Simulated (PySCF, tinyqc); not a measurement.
Worked calculation: CID on RHF in the sto-6g basis, frozen core, for BH, spin multiplicity 1. The lowest restricted solution is unstable here: a spin-polarised one lies 0.0148 hartree lower (PySCF). Computed by tinyqc, a small Python program that keeps every step (integrals from PySCF). Settings: charge = 0, multiplicity = 1, basis = sto-6g, method = RHF, frozen orbitals = 1, energy threshold = 1e-10, iteration cap = 61, orthogonalisation = symmetric, start = atomic densities, DIIS depth = 6, ci = CID. Command: `OMP_NUM_THREADS=1 python tinyqc.py 24492 24493 out.jsonl` (the two numbers bound the seeds that draw the settings). One thread of a shared host (Intel(R) Xeon(R) Processor @ 2.60GHz), about 0.1 s of CPU time with the checks. The early iterations of the SCF are left out here.

## One-electron integrals

Geometry (angstrom):
```
atom         x         y         z
B     0.000000  0.000000  0.000000
H     0.000000  0.000000  1.110000
```

Basis sto-6g: exponents (1/bohr^2) and contraction coefficients of normalised primitives:
```
element  l (shell)    exponent  coefficient
B            s (1)  506.011147     0.009164
B            s (1)   92.776814     0.049362
B            s (1)   25.955658     0.168538
B            s (1)    8.916445     0.370563
B            s (1)    3.462507     0.416492
B            s (1)    1.426054     0.130334
B            s (2)   23.194575    -0.013253
B            s (2)    4.590810    -0.046992
B            s (2)    1.426819    -0.033785
B            s (2)    0.548948     0.250242
B            s (2)    0.238410     0.595117
B            s (2)    0.109280     0.240706
B            p (3)   23.194575     0.003760
B            p (3)    4.590810     0.037679
B            p (3)    1.426819     0.173897
B            p (3)    0.548948     0.418036
B            p (3)    0.238410     0.425859
B            p (3)    0.109280     0.101708
H            s (1)   35.523221     0.009164
H            s (1)    6.513144     0.049361
H            s (1)    1.822143     0.168538
H            s (1)    0.625955     0.370563
H            s (1)    0.243077     0.416492
H            s (1)    0.100112     0.130334
```

Overlap, kinetic and nuclear-attraction integrals over the contracted functions; the nuclear repulsion is the sum of Za Zb / Rab.

nuclear repulsion = 2.38368113 hartree

overlap S:
```
           1B 1s     1B 2s    1B 2px    1B 2py    1B 2pz     2H 1s
1B 1s   1.000000  0.264891  0.000000  0.000000  0.000000  0.082653
1B 2s   0.264891  1.000000  0.000000  0.000000  0.000000  0.518130
1B 2px  0.000000  0.000000  1.000000  0.000000  0.000000  0.000000
1B 2py  0.000000  0.000000  0.000000  1.000000  0.000000  0.000000
1B 2pz  0.000000  0.000000  0.000000  0.000000  1.000000  0.513603
2H 1s   0.082653  0.518130  0.000000  0.000000  0.513603  1.000000
```

kinetic energy T (hartree):
```
            1B 1s      1B 2s    1B 2px    1B 2py    1B 2pz      2H 1s
1B 1s   10.947243  -0.333880  0.000000  0.000000  0.000000  -0.008591
1B 2s   -0.333880   0.374498  0.000000  0.000000  0.000000   0.109742
1B 2px   0.000000   0.000000  1.125026  0.000000  0.000000   0.000000
1B 2py   0.000000   0.000000  0.000000  1.125026  0.000000   0.000000
1B 2pz   0.000000   0.000000  0.000000  0.000000  1.125026   0.270812
2H 1s   -0.008591   0.109742  0.000000  0.000000  0.270812   0.768522
```

nuclear attraction V (hartree):
```
             1B 1s      1B 2s     1B 2px     1B 2py     1B 2pz      2H 1s
1B 1s   -23.868457  -2.870468   0.000000   0.000000  -0.022445  -1.003550
1B 2s    -2.870468  -4.203953   0.000000   0.000000  -0.176766  -2.025466
1B 2px    0.000000   0.000000  -4.158604   0.000000   0.000000   0.000000
1B 2py    0.000000   0.000000   0.000000  -4.158604   0.000000   0.000000
1B 2pz   -0.022445  -0.176766   0.000000   0.000000  -4.294164  -1.951027
2H 1s    -1.003550  -2.025466   0.000000   0.000000  -1.951027  -3.575991
```

core Hamiltonian H = T + V (hartree):
```
             1B 1s      1B 2s     1B 2px     1B 2py     1B 2pz      2H 1s
1B 1s   -12.921214  -3.204348   0.000000   0.000000  -0.022445  -1.012141
1B 2s    -3.204348  -3.829455   0.000000   0.000000  -0.176766  -1.915724
1B 2px    0.000000   0.000000  -3.033577   0.000000   0.000000   0.000000
1B 2py    0.000000   0.000000   0.000000  -3.033577   0.000000   0.000000
1B 2pz   -0.022445  -0.176766   0.000000   0.000000  -3.169137  -1.680215
2H 1s    -1.012141  -1.915724   0.000000   0.000000  -1.680215  -2.807469
```

## Two-electron integrals

Functions are numbered as in S; the eight-fold symmetry (ij|kl) = (ji|kl) = (kl|ij) leaves the list below.

Two-electron integrals (ij|kl) in chemists' order, unique and non-zero (hartree):
```
(11|11) 2.924993   (21|11) 0.480756   (21|21) 0.099484   (22|11) 0.743449
(22|21) 0.188967   (22|22) 0.544922   (31|31) 0.021096   (32|31) 0.030854
(32|32) 0.120443   (33|11) 0.743450   (33|21) 0.188967   (33|22) 0.544922
(33|33) 0.587109   (41|41) 0.021096   (42|41) 0.030854   (42|42) 0.120443
(43|43) 0.031641   (44|11) 0.743450   (44|21) 0.188967   (44|22) 0.544922
(44|33) 0.523827   (44|44) 0.587109   (51|51) 0.021096   (52|51) 0.030854
(52|52) 0.120443   (53|53) 0.031641   (54|54) 0.031641   (55|11) 0.743450
(55|21) 0.188967   (55|22) 0.544922   (55|33) 0.523827   (55|44) 0.523827
(55|55) 0.587109   (61|11) 0.156690   (61|21) 0.031337   (61|22) 0.058781
(61|33) 0.058460   (61|44) 0.058460   (61|51) 0.002449   (61|52) 0.004600
(61|55) 0.059421   (61|61) 0.010241   (62|11) 0.320767   (62|21) 0.082580
(62|22) 0.255850   (62|33) 0.249167   (62|44) 0.249167   (62|51) 0.009615
(62|52) 0.052981   (62|55) 0.269215   (62|61) 0.027423   (62|62) 0.156319
(63|31) 0.009391   (63|32) 0.040758   (63|53) 0.010348   (63|63) 0.018944
(64|41) 0.009391   (64|42) 0.040758   (64|54) 0.010348   (64|64) 0.018944
(65|11) 0.282305   (65|21) 0.073820   (65|22) 0.241066   (65|33) 0.228289
(65|44) 0.228289   (65|51) 0.016883   (65|52) 0.086780   (65|55) 0.266622
(65|61) 0.025981   (65|62) 0.173167   (65|65) 0.206752   (66|11) 0.466263
(66|21) 0.122607   (66|22) 0.423704   (66|33) 0.398493   (66|44) 0.398493
(66|51) 0.019088   (66|52) 0.132695   (66|55) 0.474126   (66|61) 0.041982
(66|62) 0.316888   (66|65) 0.384192   (66|66) 0.774999
```

## Orthogonalisation

S = U s U^T; symmetric (Loewdin) form X = U s^(-1/2) U^T, so that X^T S X = 1.

eigenvalues of S: 0.262093  0.798538  1.000000  1.000000  1.159691  1.779677

X:
```
            1B 1s      1B 2s    1B 2px    1B 2py     1B 2pz      2H 1s
1B 1s    1.029094  -0.151995  0.000000  0.000000  -0.012950   0.024074
1B 2s   -0.151995   1.207453  0.000000  0.000000   0.174735  -0.420703
1B 2px   0.000000   0.000000  1.000000  0.000000   0.000000   0.000000
1B 2py   0.000000   0.000000  0.000000  1.000000   0.000000   0.000000
1B 2pz  -0.012950   0.174735  0.000000  0.000000   1.169916  -0.410407
2H 1s    0.024074  -0.420703  0.000000  0.000000  -0.410407   1.344108
```

## Iteration 7 (converged): orbitals

converged F (hartree):
```
            1B 1s      1B 2s    1B 2px    1B 2py     1B 2pz      2H 1s
1B 1s   -7.430785  -2.081076  0.000000  0.000000  -0.025340  -0.659890
1B 2s   -2.081076  -0.991516  0.000000  0.000000  -0.083062  -0.611770
1B 2px   0.000000   0.000000  0.266467  0.000000   0.000000   0.000000
1B 2py   0.000000   0.000000  0.000000  0.266467   0.000000   0.000000
1B 2pz  -0.025340  -0.083062  0.000000  0.000000  -0.172220  -0.440042
2H 1s   -0.659890  -0.611770  0.000000  0.000000  -0.440042  -0.493993
```

Diagonalise F' = X^T F X, C = X C', fill 3 alpha and 3 beta electrons from the bottom; D = 2 C_occ C_occ^T. Each column has its largest component positive (the first on a tie).

F' = X^T F X (hartree):
```
           1          2         3         4          5          6
1  -7.269241  -1.058469  0.000000  0.000000  -0.037579  -0.120680
2  -1.058469  -0.377936  0.000000  0.000000   0.179698  -0.464416
3   0.000000   0.000000  0.266467  0.000000   0.000000   0.000000
4   0.000000   0.000000  0.000000  0.266467   0.000000   0.000000
5  -0.037579   0.179698  0.000000  0.000000   0.129076  -0.541089
6  -0.120680  -0.464416  0.000000  0.000000  -0.541089   0.047359
```

orbital energies (hartree): MO1 -7.432985, MO2 -0.613102, MO3 -0.244824, MO4 0.266467, MO5 0.266467, MO6 0.820169

coefficients C:
```
              MO1        MO2        MO3        MO4       MO5        MO6
1B 1s    0.994917  -0.194817  -0.195610   0.000000  0.000000   0.129641
1B 2s    0.020583   0.518975   0.810569   0.000000  0.000000  -0.872805
1B 2px   0.000000   0.000000   0.000000   0.935543  0.353214   0.000000
1B 2py   0.000000   0.000000   0.000000  -0.353214  0.935543   0.000000
1B 2pz   0.006646   0.238669  -0.587569   0.000000  0.000000  -1.079627
2H 1s   -0.006316   0.535788  -0.334174   0.000000  0.000000   1.324330
```

D after iteration 7:
```
            1B 1s      1B 2s    1B 2px    1B 2py     1B 2pz      2H 1s
1B 1s    2.132153  -0.478364  0.000000  0.000000   0.150099  -0.090593
1B 2s   -0.478364   1.853562  0.000000  0.000000  -0.704530   0.014118
1B 2px   0.000000   0.000000  0.000000  0.000000   0.000000   0.000000
1B 2py   0.000000   0.000000  0.000000  0.000000   0.000000   0.000000
1B 2pz   0.150099  -0.704530  0.000000  0.000000   0.804488   0.648369
2H 1s   -0.090593   0.014118  0.000000  0.000000   0.648369   0.797563
```

Within a degenerate level the vectors are fixed only up to a rotation; this is one choice.

## Convergence

Stop when the energy changes by less than 1e-10 hartree and every element of the error matrix X^T (F D S - S D F) X is below 3e-06.

Course of the cycle:
```
iteration   E (hartree)     change  largest element of the error matrix
1          -25.04638598          -                             6.57e-01
2          -24.99075243   5.56e-02                             8.00e-02
3          -24.99611355  -5.36e-03                             1.41e-02
4          -24.99636959  -2.56e-04                             1.92e-03
5          -24.99637355  -3.97e-06                             2.46e-05
6          -24.99637355  -4.33e-10                             1.10e-06
7          -24.99637355  -1.01e-12                             6.08e-09
```

PySCF RHF in the same basis = -24.99637355 hartree

Converged in 7 iterations.

## Integrals over molecular orbitals

(pq|rs) = sum C_ip C_jq C_kr C_ls (ij|kl), one index at a time.

one-electron integrals over orbitals h = C^T H C (hartree):
```
            1          2          3          4          5          6
1  -12.910290   0.260510   0.256065   0.000000   0.000000  -0.170339
2    0.260510  -3.185822  -0.103345   0.000000   0.000000   0.466359
3    0.256065  -0.103345  -2.993032   0.000000   0.000000  -0.161720
4    0.000000   0.000000   0.000000  -3.033577   0.000000   0.000000
5    0.000000   0.000000   0.000000   0.000000  -3.033577   0.000000
6   -0.170339   0.466359  -0.161720   0.000000   0.000000  -2.468064
```

Two-electron integrals over orbitals (pq|rs), unique and non-zero (hartree); the lowest 1 orbital is frozen and left out:
```
(22|22) 0.615400    (32|22) -0.074117   (32|32) 0.052696    (33|22) 0.411891
(33|32) 0.046706    (33|33) 0.587765    (42|42) 0.057594    (43|42) 0.041813
(43|43) 0.066407    (44|22) 0.465754    (44|32) 0.036332    (44|33) 0.514202
(44|44) 0.587109    (52|52) 0.057594    (53|52) 0.041813    (53|53) 0.066407
(54|54) 0.031641    (55|22) 0.465754    (55|32) 0.036332    (55|33) 0.514202
(55|44) 0.523827    (55|55) 0.587109    (62|22) 0.016932    (62|32) -0.051000
(62|33) -0.042741   (62|44) -0.089172   (62|55) -0.089172   (62|62) 0.124561
(63|22) -0.057756   (63|32) 0.043710    (63|33) 0.077600    (63|44) 0.030880
(63|55) 0.030880    (63|62) -0.049015   (63|63) 0.065776    (64|42) -0.038011
(64|43) -0.017064   (64|64) 0.034639    (65|52) -0.038011   (65|53) -0.017064
(65|65) 0.034639    (66|22) 0.601157    (66|32) -0.060340   (66|33) 0.459078
(66|44) 0.485565    (66|55) 0.485565    (66|62) 0.022836    (66|63) -0.041847
(66|66) 0.630234
```

## CID: determinants and Hamiltonian

one-electron integrals dressed by the frozen orbital, h + 2 (pq|11) - (p1|1q) (hartree):
```
           2          3          4          5          6
2  -1.999588   0.027411   0.000000   0.000000   0.112259
3   0.027411  -1.603676   0.000000   0.000000  -0.013089
4   0.000000   0.000000  -1.569444   0.000000   0.000000
5   0.000000   0.000000   0.000000  -1.569444   0.000000
6   0.112259  -0.013089   0.000000   0.000000  -1.109963
```

energy of the frozen orbital, 2 h_11 + (11|11) = -22.91886498 hartree

Hartree-Fock energy = -24.99637355 hartree

Slater-Condon rules over spin orbitals, with the nuclear repulsion and the energy of the frozen orbital added and E(HF) subtracted on the diagonal. Only determinants linked to the reference directly or through others are kept (one block of an abelian symmetry group), so some states are absent.

Occupation strings over the orbitals (2 doubly, a alpha, b beta, 0 empty; spin orbitals ordered 1a 1b 2a 2b ...): 222000 220200 2ab200 220020 2ab020 220002 2ab002 2ba200 202200 2ba020 202020 2ba002 202002

H - E(HF) between determinants (hartree):
```
           222000     220200     2ab200     220020     2ab020     220002     2ab002     2ba200
222000   0.000000   0.066407  -0.041813   0.066407  -0.041813   0.065776   0.049015   0.041813
220200   0.066407   0.273462  -0.015855   0.031641   0.000000   0.034639   0.000000   0.015855
2ab200  -0.041813  -0.015855   0.553950   0.000000   0.031641   0.000000   0.034639  -0.052696
220020   0.066407   0.031641   0.000000   0.273462  -0.015855   0.034639   0.000000   0.000000
2ab020  -0.041813   0.000000   0.031641  -0.015855   0.553950   0.000000   0.034639   0.000000
220002   0.065776   0.034639   0.000000   0.034639   0.000000   1.643226  -0.118372   0.000000
2ab002   0.049015   0.000000   0.034639   0.000000   0.034639  -0.118372   1.610257   0.000000
2ba200   0.041813   0.015855  -0.052696   0.000000   0.000000   0.000000   0.000000   0.553950
202200   0.057594   0.052696   0.104968   0.000000   0.000000   0.000000   0.000000  -0.104968
2ba020   0.041813   0.000000   0.000000   0.015855  -0.052696   0.000000   0.000000   0.031641
202020   0.057594   0.000000   0.000000   0.052696   0.104968   0.000000   0.000000   0.000000
2ba002  -0.049015   0.000000   0.000000   0.000000   0.000000   0.118372  -0.052696   0.034639
202002   0.124561   0.000000   0.000000   0.000000   0.000000   0.052696   0.002451   0.000000

           202200     2ba020     202020     2ba002     202002
222000   0.057594   0.041813   0.057594  -0.049015   0.124561
220200   0.052696   0.000000   0.000000   0.000000   0.000000
2ab200   0.104968   0.000000   0.000000   0.000000   0.000000
220020   0.000000   0.015855   0.052696   0.000000   0.000000
2ab020   0.000000  -0.052696   0.104968   0.000000   0.000000
220002   0.000000   0.000000   0.000000   0.118372   0.052696
2ab002   0.000000   0.000000   0.000000  -0.052696   0.002451
2ba200  -0.104968   0.031641   0.000000   0.034639   0.000000
202200   1.213820   0.000000   0.031641   0.000000   0.034639
2ba020   0.000000   0.553950  -0.104968   0.034639   0.000000
202020   0.031641  -0.104968   1.213820   0.000000   0.034639
2ba002   0.000000   0.034639   0.000000   1.610257  -0.002451
202002   0.034639   0.000000   0.034639  -0.002451   1.956671
```

## CID: roots

Diagonalise (each vector has its largest component positive (the first on a tie)); all determinants have Ms = 0, so triplets appear too. The lowest singlet root is the correlation energy. The Davidson correction is (1 - c0^2) E_corr, c0 the coefficient of the reference.

lowest roots of this matrix, relative to E(HF) (hartree): -0.051848  0.235905  0.312979  0.469613  0.530558  0.544375  0.624988  1.218727

lowest vectors:
```
           root 1     root 2     root 3     root 4
222000   0.959486   0.000000   0.199331   0.000000
220200  -0.163108   0.702044   0.678475   0.000000
2ab200   0.062785   0.048239   0.082567   0.500000
220020  -0.163108  -0.702044   0.678475   0.000000
2ab020   0.062785  -0.048239   0.082567  -0.500000
220002  -0.033288   0.000000  -0.047550   0.000000
2ab002  -0.032178   0.000000  -0.015625   0.000000
2ba200  -0.062785  -0.048239  -0.082567   0.500000
202200  -0.044609  -0.049798  -0.068847   0.000000
2ba020  -0.062785   0.048239  -0.082567  -0.500000
202020  -0.044609   0.049798  -0.068847   0.000000
2ba002   0.032178   0.000000   0.015625   0.000000
202002  -0.057013   0.000000  -0.010633   0.000000
```

<S^2> of these roots: 0.000000  0.000000  0.000000  2.000000  2.000000  0.000000  0.000000  0.000000

weight of the ground state by excitation level 0, 1, 2, ...: 0.920614  0.000000  0.079386

Davidson correction = -0.00411603 hartree
